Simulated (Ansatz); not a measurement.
hcp Sc

Level of theory: LDA (PAW; Ansatz, an electronic-structure program).

Settings: plane-wave cutoff 520 eV, 16×16×10 k mesh (along the axes of the cell as run), Fermi–Dirac smearing 0.1 eV, perturbation theory, force constants from a 4×4×2 q mesh, scalar-relativistic PAW data made under PBE.

Cell: relaxed at this level.

For hcp Sc, the zero-point energy is 0.030 eV/atom.

It cost around 23 core-minutes (rough) of CPU time.
